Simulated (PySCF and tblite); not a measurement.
Values are calculated unless marked as measured or tabulated.
C₅H₁₂, numbered as in [CH3:1][CH2:2][CH2:3][CH2:4][CH3:5]. Geometries GFN2-xTB; weights from PBE0-D3(BJ)/def2-TZVP (IEF-PCM, chloroform) energies and GFN2-xTB thermal corrections, with symmetry numbers and mirror pairs. Conformers within 2.5 kcal/mol (GFN2-xTB free energy) were kept, 6 at most. GIAO shieldings: CAM-B3LYP/pcSseg-1 (IEF-PCM, chloroform). Shifts are against TMS (¹H), TMS (¹³C) at the same level. Run with PySCF (density fitting) and tblite.

Torsions listed: C1–C2–C3–C4, C2–C3–C4–C5. Of a mirror pair one member is shown.

```json
{"conformer": "1", "shape": "180°, 180°", "point group": "C2v", "mirror pair": "no", "ΔE(DFT)": "0.00", "Δ(G−E) at 250 K": "0.00", "δ C2/C4 (ppm)": "29.6"}
{"conformer": "2", "shape": "-175°, -67°", "point group": "C1", "mirror pair": "yes", "ΔE(DFT)": "0.60", "Δ(G−E) at 250 K": "0.12", "δ C2/C4 (ppm)": "27.0"}
{"conformer": "3", "shape": "63°, 63°", "point group": "C2", "mirror pair": "yes", "ΔE(DFT)": "0.97", "Δ(G−E) at 250 K": "0.32", "δ C2/C4 (ppm)": "21.5"}
{"conformer": "4", "shape": "-66°, 98°", "point group": "C1", "mirror pair": "yes", "ΔE(DFT)": "2.86", "Δ(G−E) at 250 K": "0.33", "δ C2/C4 (ppm)": "28.5"}
```

Energies in kcal/mol; the thermal term leaves out symmetry numbers and mirror images.

Problem. Work out the weights at 250 K and the ¹³C shift of C2/C4 under fast exchange.

Solution. RT = 0.497 kcal/mol. Each conformer gets RT ln(σ/g), with σ the rotational symmetry number and g = 2 for a mirror pair: 1: σ = 2, g = 1, G = 0.00 + 0.00 + 0.34 = 0.34, 0.00 above the lowest, exp(−ΔG/RT) = 1.000; 2: σ = 1, g = 2, G = 0.60 + 0.12 − 0.34 = 0.38, 0.03 above the lowest, exp(−ΔG/RT) = 0.938; 3: σ = 2, g = 2, G = 0.97 + 0.32 + 0.00 = 1.29, 0.94 above the lowest, exp(−ΔG/RT) = 0.150; 4: σ = 1, g = 2, G = 2.86 + 0.33 − 0.34 = 2.85, 2.50 above the lowest, exp(−ΔG/RT) = 0.006. The sum is 2.094, so the weights are 47.7, 44.8, 7.1, 0.3 %. The averaged shift is 27.8 ppm. At 298.15 K it is 27.6 ppm. At 298.15 K the leading conformer alone gives 27.0 ppm and bare DFT energies give 28.0 ppm.
